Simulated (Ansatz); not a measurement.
Gas-phase electronic energies from Ansatz, PBE0-D4/def2-TZVP geometries. CCSD(T)/CBS adds triple-zeta CCSD(T) − MP2 to the extrapolated MP2 energy (def2 sets, frozen cores). This one scheme is used for every species. Functionals use def2-TZVPP. Each species was taken in one conformer, which may not be the lowest.

Reaction (hydrogenolysis of a C–C bond): `C=CC(O)(F)F` + H₂ → `OC(F)F` + `C=C`

`C=CC(O)(F)F`:

Z-matrix (Å, degrees):
```
C
C 1 1.492
F 1 1.367 2 109.7
O 1 1.349 2 112.7 3 -123.2
F 1 1.367 2 109.7 3 113.6
C 2 1.320 1 123.8 3 123.0
H 2 1.084 1 113.7 3 -57.0
H 4 0.964 1 108.3 2 179.8
H 6 1.083 2 120.9 1 -180.0
H 6 1.083 2 121.3 1 0.0
```

H₂:

Z-matrix (Å, degrees):
```
H
H 1 0.746
```

`OC(F)F`:

Cartesian coordinates in Å:
```
O -0.965 -0.320 -0.389
C 0.102 0.129 0.297
F 0.695 1.170 -0.337
F 1.058 -0.826 0.406
H -0.678 -0.595 -1.269
H -0.213 0.442 1.293
```

`C=C`:

Z-matrix (Å, degrees):
```
C
C 1 1.323
H 1 1.085 2 121.7
H 1 1.085 2 121.7 3 -180.0
H 2 1.085 1 121.7 3 -0.0
H 2 1.085 1 121.7 3 -180.0
```

Q: Is it downhill or uphill in electronic energy at CCSD(T)/CBS, and by how much? (Estimate.)

A: Computed: Downhill: ΔE = -0.40 eV.

Q: What do these levels give: ωB97M-V, B2PLYP, r2SCAN, HF/def2-TZVPP, SCS-MP2/def2-TZVPP, CCSD/def2-TZVPP? (Estimate.)

A: The calculation gave: ωB97M-V -0.38, B2PLYP -0.47, r2SCAN -0.36, HF/def2-TZVPP -0.65, SCS-MP2/def2-TZVPP -0.44, CCSD/def2-TZVPP -0.47 eV.

Largest T1 diagnostic among the species: 0.012.

From PBE to PBE0 (25 % exact exchange), in def2-TZVPP and without D4, ΔE moves by −0.03 eV. In def2-TZVPP, CCSD(T) changes the Hartree–Fock value by +0.24 eV (the triples alone add +0.05 eV) and MP2 by +0.27 eV.
